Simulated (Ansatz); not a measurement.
# Relaxing TaAg3

Computed with Ansatz, DFT PBE, scalar-relativistic, plane waves, PAW. Cutoff 420 eV, Γ-centred k mesh, Gaussian smearing, no spin polarisation in the final step.

The start puts TaAg3 on the Cu3Au (L1_2) structure type (Pm-3m, No. 221), with Ta in place of Au, Ag in place of Cu, at a guessed volume.

```yaml
crystal:
  lattice:
    - [4.19110, 0.00000, 0.00000]
    - [0.00000, 4.19110, 0.00000]
    - [0.00000, 0.00000, 4.19110]
  atoms:
    - { symbol: Ta, position: [0.00000, 0.00000, 0.00000] }
    - { symbol: Ag, position: [0.00000, 0.50000, 0.50000] }
    - { symbol: Ag, position: [0.50000, 0.00000, 0.50000] }
    - { symbol: Ag, position: [0.50000, 0.50000, 0.00000] }
```

Cell and atoms relax at zero pressure; the relaxation can't lower the symmetry of the start.

Energies over the elements count from the elements' standard structures at the same level, with no empirical corrections.

(1) What does it relax into?

(2) What are its volume, energy, density and gap?

Answers

(1) It keeps Pm-3m (No. 221). The result has the Cu3Au (L1_2) structure. Conventional cell: a = 4.166 Å. Ta is coordinated by 12 Ag at 2.95 Å; around Ag lie 4 Ta at 2.95 Å and 8 Ag at 2.95 Å.

```
Ta Ag
1.0
     4.16586    0.00000    0.00000
     0.00000    4.16586    0.00000
     0.00000    0.00000    4.16586
Ta Ag
1 3
Direct
  0.00000 0.00000 0.00000
  0.00000 0.50000 0.50000
  0.50000 0.00000 0.50000
  0.50000 0.50000 0.00000
```

(2) The volume per atom is 18.07 Å³ and the density is 11.59 g/cm³. The energy over the elements is 0.63 eV/atom and the gap on the 12×12×12 mesh is 0 eV (a metal).

The final run used a 12×12×12 mesh on its 4-atom cell and 0.10 eV smearing. For metals, differences of a few meV/atom aren't resolved. Spin–orbit coupling is left out. A structure relaxed within its symmetry needn't be a true minimum.

Cost: 2 runs of about 0.56 core-minutes in all, on Intel Xeon 6975P-C (Granite Rapids) (shared hosts).